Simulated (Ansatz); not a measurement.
`O=C=CS` + H₂ → `C=C=O` + H₂S at 400 K and 1 bar (hydrogenolysis of a C–S bond).

Computed with Ansatz on PBE0-D4/def2-TZVP structures; ΔE is electronic, products minus reactants. CCSD(T)/CBS adds triple-zeta CCSD(T) − MP2 to the extrapolated MP2 energy (def2 sets, frozen cores). This one scheme is used for every species. Each species was taken in one conformer, which may not be the lowest.

```
 species  CCSD(T)/CBS energy (Eh)  H − E (kJ/mol)  S (J/(mol·K))
`O=C=CS`               -550.20556           108.9          311.6
      H₂                 -1.17544            38.0          139.0
 `C=C=O`               -152.43640           100.6          257.4
     H₂S               -398.97279            53.4          215.9
```

H − E and S are ideal-gas, rigid-rotor, harmonic terms from PBE0-D4/def2-TZVP, for one conformer and one mirror image of each species. The MP2-based limit puts H₂ 0.8 mEh under its directly extrapolated value; such offsets cancel only in part. 1 Eh = 2625.50 kJ/mol, R = 8.31446 J/(mol·K).

Problem. By hand: ΔE, ΔH, ΔS and ΔG.

Solution. ΔE = (-152.43640) + (-398.97279) − (-550.20556) − (-1.17544) = -0.02819 Eh = -74.0 kJ/mol. Δ(H − E) = 100.6 + 53.4 − 108.9 − 38.0 = 7.1, so ΔH = -66.9 kJ/mol. ΔS = 257.4 + 215.9 − 311.6 − 139.0 = 22.7 J/(mol·K). ΔG = -66.9 − 400 × (22.7)/1000 = -76.0 kJ/mol.

Problem. By hand: the equilibrium constant, and the temperature at which ΔG would vanish if ΔH and ΔS stayed fixed.

Solution. log₁₀ K = −ΔG/(RT ln 10) = 9.9. ΔH and −TΔS have one sign here, so there is no such temperature.

ΔH outweighs TΔS. A doubt of 5 kJ/mol in ΔE shifts log₁₀ K by 0.7 here. Other conformers and mirror images would add mixing entropy, several J/(mol·K) or more a flexible species. These are equilibria of isolated gas molecules and say nothing of rates. Largest T1 diagnostic: 0.016 (customary marks: 0.02 for closed shells, 0.045 for open ones).
